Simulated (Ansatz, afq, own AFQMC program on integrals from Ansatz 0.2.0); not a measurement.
## The Hf2–S3 bond of HfH$_{4}$S$_{4}$, singlet, worked out

```xyz
9

S    -0.4428    0.9619   -2.1897
Hf   -0.0010   -0.0036   -0.0004
S     2.3883   -0.3285    0.3222
S    -1.1811   -2.1289    0.1014
S    -0.7636    1.4846    1.7669
H    -0.5861    2.2102   -1.6819
H     2.6429   -0.2322   -1.0055
H    -0.1513   -2.7423    0.7340
H    -1.9054    0.7787    1.9530
```

The molecule and both fragments are relaxed with PBE0/def2-SVP; the fragments keep their bonds.

Basis def2-SVP with its core potentials. Only valence electrons are correlated. Ansatz 0.2.0 and our own AFQMC program on the same integrals; the CISD trial comes from CCSD amplitudes, and released means the phaseless constraint is let go. Uncertainties: one standard error, sampling alone. No spin–orbit coupling. The metal's outer-core s and p shells are frozen, which shifts wave-function levels against functionals.

Total energies in eV. CBS is CCSD(T) at the limit of def2-TZVPP/QZVPP (extrapolated itself); the highest rung of each member is named.

Cautions: no spin-orbit coupling; outer-core shells of the metal frozen; HfH₄S₄ (singlet): the released value is read at 0.80 1/Eh with a noise of 11 meV, more than in the cases checked, later times being too noisy (meV from the phaseless value at times in 1/Eh: -9 ± 15 at 0.24, -10 ± 12 at 0.48, -14 ± 11 at 0.80, -6 ± 20 at 1.20), released reference can be 30 meV off for metals; HfH₃S₃ (doublet): the released value is read at 1.20 1/Eh with a noise of 13 meV, more than in the cases checked (meV from the phaseless value at times in 1/Eh: -8 ± 9 at 0.24, -28 ± 10 at 0.48, -5 ± 10 at 0.80, -15 ± 13 at 1.20), released reference can be 30 meV off for metals; HS (doublet): full CI with its own frozen core.

```json
{"member": "HfH₃S₃, doublet", "count": "+1", "CCSD(T)/def2-SVP": "-33799.2305", "highest rung in def2-SVP": "-33799.3119 ± 0.0128", "which": "released AFQMC", "CCSD(T)/CBS": "-33819.1973"}
{"member": "HS (doublet)", "count": "+1", "CCSD(T)/def2-SVP": "-10832.6769", "highest rung in def2-SVP": "-10832.6909", "which": "FCI", "CCSD(T)/CBS": "-10838.7804"}
{"member": "HfH₄S₄, singlet", "count": "-1", "CCSD(T)/def2-SVP": "-44635.8409", "highest rung in def2-SVP": "-44635.9575 ± 0.0112", "which": "released AFQMC", "CCSD(T)/CBS": "-44662.1459"}
```

Task: Work out the best estimate of the bond energy: the CCSD(T)/CBS difference plus the step from CCSD(T) to the highest rung.

Result: Sums with the counts: CCSD(T)/CBS 4.1682 eV, highest rung 3.9547 eV, CCSD(T)/def2-SVP 3.9335 eV. The step is 3.9547 − 3.9335 = 0.0212 eV, so the best estimate is 4.1682 + (0.0212) = 4.1894 eV = 404.2 kJ/mol, with sampling noise 0.017 eV. The step is under twice that noise, so its sign is open. The basis set is worth 0.235 eV of it. Zero-point, core-correlation and spin–orbit terms aren't in it. Past Ne the Hartree–Fock part of each CBS total tends to overshoot, since the cores don't follow the formula; that largely cancels in the difference.

Best estimates are given only where the step beyond CCSD(T) is under 0.3 eV and no member's determinant is very poor (T1 over 0.05, or 0.07 for open shells, ⟨S²⟩ too high by 0.3, two states mixed), so the hardest cases are missing from such tables.

Each member of a difference takes its own highest rung, so a best estimate needn't equal the limit plus the step of one row. Released energies are given only where the last usable release times agree within the noise; a slower fall can still hide under it. The exponents were fitted on light atoms, and def2 sets of heavy atoms don't grow evenly, so the limit is rough here.
